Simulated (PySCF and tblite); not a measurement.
Values are calculated unless marked as measured or tabulated.
C6H8, numbered as in [CH:1]#[C:2][CH2:3][CH2:4][CH:5]=[CH2:6].

Geometries PBE0-D3(BJ)/def2-SVP; weights from PBE0-D3(BJ)/def2-TZVP energies and GFN2-xTB thermal corrections, with symmetry numbers and mirror pairs. Conformers within 4 kcal/mol (GFN2-xTB free energy) were kept, 7 at most. Of two unlike H on one atom, a is the less shielded (PBE0/pcSseg-1). Run with PySCF (density fitting) and tblite.

An NOE distance is ⟨r⁻⁶⟩^(−1/6) over all pairs of like atoms and, for the average, over conformers.

Torsions listed: C2–C3–C4–C5, C3–C4–C5–C6. Of a mirror pair one member is shown.

```csv
conformer,shape,weight %
1,"179°, 119°",32.7
2,"63°, 121°",31.7
3,"-65°, 118°",15.2
4,"180°, 0°",13.0
```

Not shown: 1 more, 7.4 % in all.

(1) Which H–H contacts under 3.5 Å would NOEs report (pairs on one atom left out) at 298.15 K?

(2) In a model where alignment follows shape alone (order matrix 0.002 × (3G/tr G − 1)/2, G the second moments of the atom positions; splitting J + 2D), what are the one-bond C–H dipolar couplings D?

Answers

(1) 
```json
{"pair": "H5 ··· H6b", "in 1 (Å)": "2.44", "in 2 (Å)": "2.44", "in 3 (Å)": "2.44", "in 4 (Å)": "2.42", "average (Å)": "2.43"}
{"pair": "H3 ··· H4", "in 1 (Å)": "2.70", "in 2 (Å)": "2.56", "in 3 (Å)": "2.56", "in 4 (Å)": "2.71", "average (Å)": "2.62"}
{"pair": "H4 ··· H5", "in 1 (Å)": "2.75", "in 2 (Å)": "2.75", "in 3 (Å)": "2.74", "in 4 (Å)": "2.51", "average (Å)": "2.68"}
{"pair": "H4 ··· H6a", "in 1 (Å)": "2.71", "in 2 (Å)": "2.69", "in 3 (Å)": "2.70", "in 4 (Å)": "3.61", "average (Å)": "2.78"}
{"pair": "H3 ··· H5", "in 1 (Å)": "2.82", "in 2 (Å)": "3.41", "in 3 (Å)": "2.94", "in 4 (Å)": "3.82", "average (Å)": "3.09"}
{"pair": "H5 ··· H6a", "in 1 (Å)": "3.09", "in 2 (Å)": "3.09", "in 3 (Å)": "3.09", "in 4 (Å)": "3.09", "average (Å)": "3.09"}
{"pair": "H3 ··· H6a", "in 1 (Å)": "4.01", "in 2 (Å)": "4.07", "in 3 (Å)": "4.59", "in 4 (Å)": "2.40", "average (Å)": "3.14"}
```

Longer pairs under the limit may be missing.

(2) H1 -17.3 Hz (-28.7 in conformer 1), H3 10.6 Hz (14.8 in conformer 1), H4 9.2 Hz (14.6 in conformer 1), H5 5.5 Hz (14.2 in conformer 1), H6a 5.7 Hz (14.8 in conformer 1), H6b -12.6 Hz (-25.0 in conformer 1).
